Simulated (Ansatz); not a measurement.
Total energies of C4H6F2, SMILES `C/C(=C/F)CF`.

```xyz
12

C     0.4577   -0.9291    0.9665
C     0.0116   -0.0797   -0.1776
C     0.1415   -0.5006   -1.4260
F    -0.2408    0.2283   -2.4828
C    -0.5928    1.2455    0.1394
F     0.2808    1.9914    0.9203
H    -0.3810   -1.1554    1.6326
H     1.2092   -0.4052    1.5617
H     0.8860   -1.8721    0.6239
H     0.5529   -1.4602   -1.7185
H    -1.5120    1.1198    0.7230
H    -0.8130    1.8173   -0.7625
```

The species carries charge 0 and has multiplicity 1. The structure was optimised at the PBE0-D4/def2-TZVP level. It is one conformer, not always the lowest. Basis def2-TZVPP, the Gaussian-basis code of Ansatz.

RPA on PBE orbitals: Hartree–Fock energy of these orbitals -353.89225 Eh, correlation -1.83041 Eh (frozen core).

```json
{"functional": "LDA (SPW92)", "energy without D4 (Eh)": "-353.11369", "D4 term (kJ/mol)": "–"}
{"functional": "PBE", "energy without D4 (Eh)": "-355.44042", "D4 term (kJ/mol)": "-20.6"}
{"functional": "revPBE", "energy without D4 (Eh)": "-355.72490", "D4 term (kJ/mol)": "-71.9"}
{"functional": "BLYP", "energy without D4 (Eh)": "-355.74893", "D4 term (kJ/mol)": "-46.2"}
{"functional": "r2SCAN", "energy without D4 (Eh)": "-355.66168", "D4 term (kJ/mol)": "-5.3"}
{"functional": "B97M-V", "energy without D4 (Eh)": "-355.77260", "D4 term (kJ/mol)": "–"}
{"functional": "PBE0", "energy without D4 (Eh)": "-355.45879", "D4 term (kJ/mol)": "-17.2"}
{"functional": "B3LYP", "energy without D4 (Eh)": "-355.84811", "D4 term (kJ/mol)": "-32.7"}
{"functional": "r2SCANh", "energy without D4 (Eh)": "-355.64397", "D4 term (kJ/mol)": "-5.5"}
{"functional": "r2SCAN0", "energy without D4 (Eh)": "-355.61885", "D4 term (kJ/mol)": "-6.0"}
{"functional": "HSE06 (plane-wave form)", "energy without D4 (Eh)": "-355.44157", "D4 term (kJ/mol)": "-15.8"}
{"functional": "BHLYP", "energy without D4 (Eh)": "-355.66830", "D4 term (kJ/mol)": "-22.3"}
{"functional": "CAM-B3LYP", "energy without D4 (Eh)": "-355.70890", "D4 term (kJ/mol)": "-17.1"}
{"functional": "LC-ωPBE", "energy without D4 (Eh)": "-355.62932", "D4 term (kJ/mol)": "–"}
{"functional": "ωB97X-V", "energy without D4 (Eh)": "-355.72880", "D4 term (kJ/mol)": "–"}
{"functional": "ωB97M-V", "energy without D4 (Eh)": "-355.71518", "D4 term (kJ/mol)": "–"}
{"functional": "B2PLYP", "energy without D4 (Eh)": "-355.58953", "D4 term (kJ/mol)": "–"}
{"functional": "PBE-QIDH", "energy without D4 (Eh)": "-355.40959", "D4 term (kJ/mol)": "–"}
```

B3LYP takes the VWN-RPA correlation (the form of Gaussian; ORCA's B3LYP/G). HSE06 is the plane-wave form, built on full-range PBE exchange. The double hybrids freeze the cores in their second-order part.

LC-ωPBE has ω = 0.4 bohr⁻¹.
